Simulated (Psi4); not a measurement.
A dimer, H2O ··· CH4O (SMILES O and CO), singlet; the first 3 atoms form monomer A.

```
9

O     -0.0005     0.3896     0.0000
H     -0.7648    -0.1958     0.0000
H      0.7653    -0.1938     0.0000
C      1.4578    -0.4061     5.6192
O      1.6627     0.7791     4.8631
H      1.8280    -1.2971     5.1001
H      2.0202    -0.2900     6.5446
H      0.4028    -0.5573     5.8735
H      1.1754     0.7062     4.0367
```

What interaction energy does SAPT0/jun-cc-pVDZ, frozen core run with Psi4 1.11 give, and which attractive term is the largest?

Total -0.19 kcal/mol: electrostatics -0.14, exchange 0.00, induction -0.01, dispersion -0.03. The most attractive term is electrostatics.
